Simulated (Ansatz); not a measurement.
**BH₄O (doublet): the correlation ladder at distance B1–H4 along a hydrogen transfer = 1.194 Å, cc-pVDZ**

Aim: climb from Hartree-Fock through coupled cluster and multireference methods for BH₄O (doublet) at one geometry and basis, and see what each rung misses.

Computed with Ansatz 0.2.0, Gaussian basis. Level: cc-pVDZ, correlated electrons: outside noble gas.

The runs, in order: UHF; CCSD(T) on ROHF; CCSD(T) on UHF; BCCD(T) on ROHF; CISD; CCSDT(Q) on ROHF; CCSDT(Q) on UHF; CASSCF and MRCISD+Q, 3 electrons in 3 orbitals; CASSCF and NEVPT2, 3 electrons in 3 orbitals.

## 1. The geometry

The geometry derives from fragments relaxed apart (PBE0/def2-TZVP) and kept rigid, so it is no stationary point. A hydrogen atom is moved between rigid fragments.

6 atoms, charge 0, spin multiplicity 2.

Atoms are counted from 1 here; the program's logs count them from 0.

Bond lengths: B1–H2 1.193 Å, B1–H3 1.193 Å, B1–H4 1.193 Å, O5–H6 0.973 Å. Angles: H2–B1–H3 120.0°, H2–B1–H4 120.0°, H3–B1–H4 120.0°.

In the tables R marks a restricted open-shell determinant and U an unrestricted one; 'pair' is the active space of 3 electrons in 3 orbitals; correlation energies count from the lowest restricted Hartree-Fock solution.

## 2. UHF

in.yaml reads:

```yaml
crystal:
  periodic: [false, false, false]
  atoms:
    - {symbol: B, position_ang: [-1.569885, 0.030718, 0.000000]}
    - {symbol: H, position_ang: [-2.166618, 1.064290, 0.000000]}
    - {symbol: H, position_ang: [-2.166619, -1.002853, 0.000000]}
    - {symbol: H, position_ang: [-0.376420, 0.030718, 0.000000]}
    - {symbol: O, position_ang: [1.262115, 0.030718, 0.000000]}
    - {symbol: H, position_ang: [1.513974, -0.909232, 0.000000]}
basis:
  gaussian: {orbitals: cc-pVDZ}
magnetization: {spin_polarized: true, initial_magnetization: 1}
hamiltonian: {xc: hf}
output: {orbitals: {seedname: orbitals}}
```

On the command line:

```console
ansatz run in.yaml --threads 1 --pin off --events-out ev --progress --plain --max-ram 2393MiB
```

Further steps of the session: CCSD(T) on ROHF; CCSD(T) on UHF; BCCD(T) on ROHF; CISD; CCSDT(Q) on ROHF; CCSDT(Q) on UHF; CASSCF and MRCISD+Q, 3 electrons in 3 orbitals; CASSCF and NEVPT2, 3 electrons in 3 orbitals.

**Question.** What will the summary of the whole plan be? Wanted: correlation energy, UCCSDT(Q); RMP2 from UCCSDT(Q); UMP2 from UCCSDT(Q); RCCSD from UCCSDT(Q); RCCSD(T) from UCCSDT(Q); UCCSD(T) from UCCSDT(Q); RCCSDT(Q) from UCCSDT(Q); NEVPT2 pair from UCCSDT(Q); MRCISD+Q pair from UCCSDT(Q).

As calculated:

```
                                      quantity                                                   value
                 correlation energy, UCCSDT(Q)                                              -8.1188 eV
                           RMP2 from UCCSDT(Q)                                         +27.71 kcal/mol
                           UMP2 from UCCSDT(Q)                                         +27.71 kcal/mol
                          RCCSD from UCCSDT(Q)                                          +3.37 kcal/mol
                       RCCSD(T) from UCCSDT(Q)                                          +0.67 kcal/mol
                       UCCSD(T) from UCCSDT(Q)                                          +0.66 kcal/mol
                      RCCSDT(Q) from UCCSDT(Q)                                          +0.02 kcal/mol
                    NEVPT2 pair from UCCSDT(Q)                                         +26.33 kcal/mol
                  MRCISD+Q pair from UCCSDT(Q)                                          +1.18 kcal/mol
levels of the table within 1 kcal/mol (43 meV)  RCCSD(T), UCCSD(T), BCCD(T), RCCSDT, UCCSDT, RCCSDT(Q)
                                 T1 diagnostic                                                   0.019
```

What this shows: RCCSD(T) lands +0.67 kcal/mol from the yardstick (0.4 % of the correlation energy). Of the multireference levels listed MRCISD+Q pair comes nearest in total energy (+1.18 kcal/mol), which doesn't show that its space is the better one. These misses are within one basis, not against nature; the frozen cores of restricted and unrestricted runs differ, which can shift their rows.
